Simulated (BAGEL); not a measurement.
**How the cost of UHF grows with the basis: doublet C2H6O3S+**

The species is C2H6O3S+ (12 atoms), meant as a doublet with charge +1. SMILES of the parent species: `COS(=O)OC`. The shape is that of a PBE0-D4/def2-TZVP optimisation. This is one conformer, not always the lowest. That shape belongs to the parent species and isn't relaxed for this state.

UHF (DKH2, density fitting with tzvpp-jkfit), energy, BAGEL 1.2.2, on 1 thread of Intel Xeon at 2.30GHz, shared host. N is the number of basis functions, t the processor time.

```
       basis    N  t (s)   ln N   ln t
  ANO-RCC-MB   40    3.9  3.689  1.361
 ANO-RCC-VDZ   70    8.3  4.248  2.116
ANO-RCC-VDZP  118     16  4.771  2.773
ANO-RCC-VTZP  268      ?  5.591      ?
```

Fit t = C·Nᵖ to the known rows and estimate the time in ANO-RCC-VTZP.


1. Means of the 3 rows: ln N = 4.23600, ln t = 2.0833.
2. Σ(Δln N)² = 0.58558, Σ(Δln N·Δln t) = 0.76448, so the slope is 0.76448/0.58558 = 1.3055.
3. Intercept: 2.0833 − (1.3055) × 4.23600 = -3.4468. The largest residual of the fit is 0.017.
4. ln t = -3.4468 + 1.3055 × 5.591, so t ≈ 47 s.

The run took 46 s, so the estimate is too long by a factor of about 1.0. The fitted power is 1.3, with the electron count fixed. So low a power shows that fixed costs still weigh. SCF iterations also vary, from 34 to 45.
